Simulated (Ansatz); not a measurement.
Reaction: CH6Ge (methylgermane, SMILES [GeH3][CH3]) → GeH3 (SMILES [GeH3], doublet) + CH3 (SMILES [CH3], doublet) (the C-Ge bond breaks)
Each species at its own B3LYP-D3(BJ)/def2-TZVP minimum (Ansatz, an electronic-structure program).

Property: bond dissociation energy (electronic), in kcal/mol. Open shells are spin-unrestricted; no spin-orbit coupling. Correlated methods leave the cores frozen (noble-gas shells, and filled d and f shells in the p block). No relativity. CBS(X,Y): correlation extrapolated as X^-3, Hartree-Fock from the larger set (Q,5: extrapolated as (X+1)exp(-9√X)). A bracket is a step between two methods taken in the basis named. Double hybrids freeze cores in their MP2 part.

CCSD(T)/CBS(cc-pVQZ,cc-pV5Z) + [CCSDT(Q) - CCSD(T)]/cc-pVTZ (Ansatz) gives 82.8 kcal/mol.

### Question
How far off this value is PBE/def2-TZVPD (Ansatz), in which direction, and how far these levels: r2SCAN/def2-TZVPD, B3LYP/def2-TZVPD, B2PLYP/def2-TZVPD, CCSD(T)/CBS(cc-pVQZ,cc-pV5Z)?

### Answer
PBE gives 81.1 kcal/mol, 1.7 kcal/mol below it. Differences of the others: r2SCAN/def2-TZVPD (Ansatz) -5.6; B3LYP/def2-TZVPD (Ansatz) -5.2; B2PLYP/def2-TZVPD (Ansatz) -2.8; CCSD(T)/CBS(cc-pVQZ,cc-pV5Z) (Ansatz) 0.1 kcal/mol.
